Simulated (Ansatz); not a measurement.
The input, for Ansatz 0.2.0:

```yaml
crystal:
  periodic: [false, false, false]
  atoms:
    - {symbol: C, position_ang: [-2.121156, 0.038195, -0.000001]}
    - {symbol: H, position_ang: [-2.484361, 1.065495, -0.000001]}
    - {symbol: H, position_ang: [-2.484362, -0.475456, 0.889668]}
    - {symbol: H, position_ang: [-2.484361, -0.475456, -0.889669]}
    - {symbol: H, position_ang: [-0.744156, 0.038195, 0.000000]}
    - {symbol: Si, position_ang: [1.079844, 0.038195, 0.000000]}
    - {symbol: H, position_ang: [1.692024, -0.836090, 1.090013]}
    - {symbol: H, position_ang: [1.692025, -0.836089, -1.090012]}
basis:
  gaussian: {orbitals: STO-3G}
magnetization: {spin_polarized: false, initial_magnetization: 1}
correlation: {method: fic_mrcisd_q, electrons: all, active_space: {window: {electrons: 16, orbitals: 8}}}
accuracy: high
```

```sh
$ ansatz run in.yaml --threads 1 --pin off --events-out ev --progress --plain --max-ram 2393MiB
```

Problem. One thing in this input was set wrong on purpose, beside settings that are merely unusual. What is the gravest fault, and what does the program do?

Solution. Multiplicity of wrong parity. How the run ends: refused.
```
Error: a molecule whose nuclei and cores have a total charge of 26 cannot have a net charge of 0 together with 1 unpaired electrons
```
